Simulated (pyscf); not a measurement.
PySCF, gas phase, ωB97X-D3(BJ)/def2-SVP geometries.

Q: Estimate the classical barrier height and the reaction energy of F–Ga [singlet] + ammonia (NH₃) → HN=Ga–F + hydrogen (H₂) at ωB97M-D3(BJ)/def2-TZVP. The step runs on the singlet surface, breaks H–N, H–N and forms Ga–N, H–H; take the separated reactants as zero.

A: ΔE‡ = 97.3 kcal/mol, ΔE = +68.6 kcal/mol. Zero-point energy shifts the barrier by -5.7 kcal/mol. It is a concerted two-bond exchange, with an imaginary mode of 1171i cm⁻¹. On the reactant side the descent ends in a bound adduct, 11.8 kcal/mol under the separated species and 108.1 kcal/mol under the saddle at ωB97X-D3(BJ)/def2-TZVP. The same reactants have a lower exit, to H₂N–GaH–F (barrier +57.8 kcal/mol at ωB97M-D3(BJ)/def2-TZVP, against +97.3 kcal/mol here). This is the saddle that the search found; another between the same sides may lie lower. A restricted solution here is unstable towards spin polarisation, so biradical character is likely and single-reference numbers are less safe. Elements up to Kr have no core potential and no relativistic terms here.
